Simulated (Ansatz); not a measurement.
A nudged elastic band was laid between two geometries of C$_{2}$H$_{7}$NS (11 atoms, charge 0, multiplicity 1).

Theory: RKS PBE0-D4/def2-SVP (Ansatz).

```
movable images  : 5
climbing image  : yes
spring          : 5.0 eV/Å²
optimiser       : quadratic models (default)
start path      : through a guess of the saddle point
force threshold : 0.03 eV/Å
iteration limit : 60
end points      : relaxed
```

Image 0:

```xyz
11
Properties=species:S:1:pos:R:3
N -0.359 1.384 -0.564
C -0.260 0.461 0.541
C 0.826 -0.568 0.283
S 0.514 -1.619 -1.173
H -0.540 0.858 -1.420
H -1.141 2.021 -0.436
H 0.014 1.019 1.454
H -1.201 -0.083 0.785
H 1.771 -0.053 0.050
H 0.995 -1.204 1.164
H -0.554 -2.272 -0.664
```

Image 6:

```xyz
11
Properties=species:S:1:pos:R:3
N -0.655 1.080 -0.322
C -0.397 0.120 0.790
C 0.815 -0.650 0.389
S 0.511 -1.609 -1.166
H -0.666 0.481 -1.170
H -1.567 1.528 -0.233
H -0.214 0.706 1.705
H 0.047 1.831 -0.530
H 1.738 -0.077 0.103
H 1.115 -1.340 1.191
H -0.664 -2.129 -0.736
```

Problem. What changes between the two ends?

Solution. Bonds broken: C2–H8. Bonds formed: N1–H8.

Problem. What energy profile does the band end with?

Solution. It converged. The highest image is number 5 of 0 to 6, 3.20 eV above the first end and 0.64 eV above the last; the last end lies 2.56 eV above the first. The profile has 2 maxima (images 3, 5) with wells between them (image 4): this band takes more than one step, which may be the mechanism or a detour left from its start path. Neighbouring images differ by up to 2.8 eV, so the band resolves the path poorly. A vibrational analysis at the climbing image gives one clearly imaginary mode, 332i cm⁻¹: a first-order saddle point. The orbitals stay closed-shell, which can raise the energy where a bond breaks towards radicals; this wasn't checked here.

```
image  path coordinate (Å)  energy (eV)  C2–H8 (Å)  N1–H8 (Å)
    0                 0.00         0.00       1.11       2.16
    1                 2.07         0.02       1.10       2.08
    2                 4.14         0.22       1.10       2.01
    3                 6.21         2.99       2.07       1.02
    4                 8.28         2.90       2.08       1.02
    5                10.35         3.20       2.19       1.03
    6                15.14         2.56       2.21       1.05
```

Problem. What is the geometry of the highest image?

Solution. 
```xyz
11
Properties=species:S:1:pos:R:3
N -0.305 1.488 -0.039
C -0.714 0.038 -0.309
C 0.564 -0.764 -0.339
S 0.264 -2.539 -0.107
H 0.709 1.619 -0.169
H -0.760 2.131 -0.691
H -1.293 -0.248 0.586
H -0.507 1.850 0.908
H 1.069 -0.742 -1.325
H 1.357 -0.457 0.398
H -0.319 -2.433 1.108
```

Run time: 10 min on 2 threads of Arm Neoverse V1 (shared host), peak memory 0.19 GiB.
